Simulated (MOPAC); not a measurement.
MOPAC input (AM1):

```
AM1 1SCF GEO-OK AUX(PRECISION=9) THREADS=1
F2O

F     0.03923562 1    1.10057360 1   -0.27954166 1
O    -0.01962367 1    0.00815420 1    0.59730772 1
F    -0.02179237 1   -1.10782178 1   -0.25139853 1
```

From the last part of the output:

```
                                                       MOPAC v23.2.5 Linux

          FINAL HEAT OF FORMATION =         13.13876 KCAL/MOL =      54.97259 KJ/MOL

          COSMO AREA              =         65.99 SQUARE ANGSTROMS
          COSMO VOLUME            =         46.43 CUBIC ANGSTROMS

          IONIZATION POTENTIAL    =         13.111709 EV
          HOMO LUMO ENERGIES (EV) =        -13.112  0.213
          NO. OF FILLED LEVELS    =         10
          MOLECULAR WEIGHT        =         53.9962         POINT GROUP:  C2v

          MOLECULAR DIMENSIONS (Angstroms)

            Atom       Atom       Distance
            F     3    F     1     2.20942
            O     2    F     1     0.86332
            F     3    F     1     0.00000

          SCF CALCULATIONS        =          1

   ATOM   CHEMICAL          X               Y               Z
  NUMBER   SYMBOL      (ANGSTROMS)     (ANGSTROMS)     (ANGSTROMS)

     1       F          0.03923562  *   1.10057360  *  -0.27954166  *
     2       O         -0.01962367  *   0.00815420  *   0.59730772  *
     3       F         -0.02179237  *  -1.10782178  *  -0.25139853  *

                             CARTESIAN COORDINATES

   1    F        0.039235620     1.100573600    -0.279541660
   2    O       -0.019623670     0.008154200     0.597307720
   3    F       -0.021792370    -1.107821780    -0.251398530

           Empirical Formula: O F2  =     3 atoms

      MOLECULAR POINT GROUP   :   C2v

                  EIGENVALUES
 -47.52789 -46.94617 -35.29670 -20.82411 -19.10831 -18.05417 -15.79497 -15.39397
 -15.26519 -13.11171   0.21264   1.66866

              NET ATOMIC CHARGES AND DIPOLE CONTRIBUTIONS

  ATOM NO.   TYPE          CHARGE      No. of ELECS.   s-Pop       p-Pop
    1          F          -0.013672        7.0137     1.98424     5.02943
    2          O           0.027344        5.9727     1.95474     4.01792
    3          F          -0.013672        7.0137     1.98424     5.02943
 DIPOLE           X         Y         Z       TOTAL
 POINT-CHG.    -0.004     0.002     0.113     0.113
 HYBRID         0.007    -0.003    -0.219     0.219
 SUM            0.003    -0.001    -0.106     0.106

          ATOMIC ORBITAL ELECTRON POPULATIONS

     Atom    s        px        py        pz
    1  F   1.98424   1.99835   1.38560   1.64548
    2  O   1.95474   1.99819   0.97630   1.04343
    3  F   1.98424   1.99995   1.36148   1.66800

 **********************
 *                    *
 * JOB ENDED NORMALLY *
 *                    *
 **********************

 == MOPAC DONE ==
```
